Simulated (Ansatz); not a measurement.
**C5H12: small, medium and large basis sets**

Aim: see how fast density functionals converge with the basis set for C5H12.

Method: one geometry, several basis sets; program: Ansatz 0.2.0, Gaussian basis.

Plan: PBE0-D4/def2-SVP; ωB97M-V/def2-SVP; PBE0-D4/def2-QZVPP; ωB97M-V/def2-QZVPP; the functionals' def2-TZVPP values are taken from earlier runs.

**1. The geometry**

All runs share one geometry, relaxed beforehand with PBE0-D4 in a triple-zeta def2 set.

17 atoms, charge 0, spin multiplicity 1.

Atoms are counted from 1 here; the program's logs count them from 0.

Bond lengths: C1–C2 1.526 Å, C1–H6 1.094 Å, C1–H7 1.094 Å, C1–H8 1.094 Å, C2–C3 1.526 Å, C2–C4 1.526 Å, C2–C5 1.526 Å, C3–H9 1.094 Å, C3–H10 1.094 Å, C3–H11 1.094 Å, C4–H12 1.094 Å, C4–H13 1.094 Å, C4–H14 1.094 Å, C5–H15 1.094 Å, C5–H16 1.094 Å, C5–H17 1.094 Å. Angles: C2–C1–H6 111.1°, C2–C1–H7 111.0°, C2–C1–H8 111.0°, H6–C1–H7 107.8°, H6–C1–H8 107.8°, H7–C1–H8 107.8°, C1–C2–C3 109.5°, C1–C2–C4 109.5°, C1–C2–C5 109.5°, C3–C2–C4 109.5°, C3–C2–C5 109.5°, C4–C2–C5 109.5°, C2–C3–H9 111.0°, C2–C3–H10 111.0°, C2–C3–H11 111.0°, H9–C3–H10 107.8°, H9–C3–H11 107.8°, H10–C3–H11 107.8° and more.

As a file:

```mol
C5H12
  3D, bonds by distance, orders not assigned

 17 16  0  0  0  0  0  0  0  0999 V2000
   -0.3748    0.3010   -1.4483 C   0  0
    0.0000    0.0000    0.0000 C   0  0
    1.4167    0.4975    0.2727 C   0  0
   -0.0654   -1.5056    0.2401 C   0  0
   -0.9765    0.7072    0.9356 C   0  0
   -0.3351    1.3754   -1.6493 H   0  0
    0.3093   -0.1954   -2.1424 H   0  0
   -1.3882   -0.0446   -1.6718 H   0  0
    1.7127    0.2934    1.3057 H   0  0
    1.4925    1.5763    0.1091 H   0  0
    2.1389    0.0069   -0.3861 H   0  0
    0.1983   -1.7506    1.2729 H   0  0
    0.6266   -2.0388   -0.4181 H   0  0
   -1.0716   -1.8903    0.0508 H   0  0
   -0.7308    0.5086    1.9827 H   0  0
   -2.0019    0.3688    0.7618 H   0  0
   -0.9507    1.7901    0.7847 H   0  0
  1  2  8  0
  2  3  8  0
  2  4  8  0
  2  5  8  0
  1  6  8  0
  1  7  8  0
  1  8  8  0
  3  9  8  0
  3 10  8  0
  3 11  8  0
  4 12  8  0
  4 13  8  0
  4 14  8  0
  5 15  8  0
  5 16  8  0
  5 17  8  0
M  END
```

**2. PBE0-D4 in def2-SVP**

in.yaml

```yaml
crystal:
  periodic: [false, false, false]
  atoms:
    - {symbol: C, position_ang: [-0.374847, 0.300998, -1.448344]}
    - {symbol: C, position_ang: [0.000006, 0.000005, 0.000011]}
    - {symbol: C, position_ang: [1.416691, 0.497478, 0.272705]}
    - {symbol: C, position_ang: [-0.065371, -1.505630, 0.240086]}
    - {symbol: C, position_ang: [-0.976470, 0.707160, 0.935558]}
    - {symbol: H, position_ang: [-0.335078, 1.375392, -1.649300]}
    - {symbol: H, position_ang: [0.309307, -0.195425, -2.142445]}
    - {symbol: H, position_ang: [-1.388227, -0.044568, -1.671781]}
    - {symbol: H, position_ang: [1.712660, 0.293430, 1.305682]}
    - {symbol: H, position_ang: [1.492462, 1.576256, 0.109120]}
    - {symbol: H, position_ang: [2.138937, 0.006941, -0.386099]}
    - {symbol: H, position_ang: [0.198335, -1.750552, 1.272918]}
    - {symbol: H, position_ang: [0.626638, -2.038774, -0.418062]}
    - {symbol: H, position_ang: [-1.071604, -1.890265, 0.050776]}
    - {symbol: H, position_ang: [-0.730840, 0.508625, 1.982708]}
    - {symbol: H, position_ang: [-2.001946, 0.368791, 0.761785]}
    - {symbol: H, position_ang: [-0.950665, 1.790141, 0.784673]}
basis:
  gaussian: {orbitals: def2-SVP}
hamiltonian: {xc: pbe0, dispersion: d4}
output: {orbitals: {seedname: orbitals}}
```

Launch:

```
$ ansatz run in.yaml --threads 2 --pin off --events-out ev --progress --plain --max-ram 32768MiB --backend cpu
```

Further steps of the session: ωB97M-V in def2-SVP; PBE0-D4 in def2-QZVPP; ωB97M-V in def2-QZVPP.

**Question.** What will the summary of the whole plan be? Wanted: PBE0-D4: double and triple zeta above quadruple; ωB97M-V: double and triple zeta above quadruple.

As calculated:

```
                                       quantity          value
PBE0-D4: double and triple zeta above quadruple  6.11, 0.31 eV
ωB97M-V: double and triple zeta above quadruple  6.55, 0.31 eV
```

**Reading.** For PBE0-D4 the step from double to triple zeta gains 5.80 eV and the next only 0.31 eV. These are total energies; as a rule much of such shifts cancels in differences, which this series doesn't test. The LUMO of ωB97M-V is positive and keeps falling with the basis (3.17 to 1.64 eV): an unbound level that the basis holds in place.
